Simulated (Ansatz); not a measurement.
Relaxation of C$_{3}$H$_{7}$NO (12 atoms, charge 0, multiplicity 1), to a largest force component of 0.02 eV/Å in at most 40 steps.

Computed with Ansatz 0.2.0, UKS B3LYP/STO-3G.

```xyz
12
Properties=species:S:1:pos:R:3
N -1.451 -0.040 0.475
C -0.087 -0.199 0.320
O 0.441 -0.926 1.383
C 0.866 0.861 -0.288
C 0.531 -0.444 -1.037
H -1.672 0.581 1.296
H -1.843 0.553 -0.308
H -0.071 -1.661 1.590
H 1.780 1.012 0.189
H 0.342 1.756 -0.645
H -0.116 -0.403 -1.874
H 1.357 -1.147 -1.069
```

Q: Where does it end, and by what steps?

A: It converged. Limits of this set-up: minimal basis. After 5 steps the energy has fallen by 1.028 eV; H7 moved furthest, 0.20 Å.

```
step  energy less start (eV)  largest force component (eV/Å)  accepted
   0                  0.0000                           6.152       yes
   1                 -0.9102                           1.805       yes
   2                 -1.0120                           0.439       yes
   3                 -1.0249                           0.185       yes
   4                 -1.0275                           0.054       yes
   5                 -1.0278                           0.015       yes
```

```xyz
12
Properties=species:S:1:pos:R:3
N -1.541 -0.071 0.521
C -0.047 -0.207 0.372
O 0.532 -0.909 1.496
C 0.853 0.870 -0.259
C 0.533 -0.417 -1.043
H -1.685 0.698 1.239
H -1.887 0.372 -0.377
H -0.134 -1.685 1.595
H 1.867 0.983 0.141
H 0.388 1.805 -0.591
H -0.140 -0.343 -1.905
H 1.338 -1.151 -1.156
```

Time of the run: 36 s on 1 thread of Arm Neoverse N1, with other jobs on the host, peak memory 0.14 GiB.
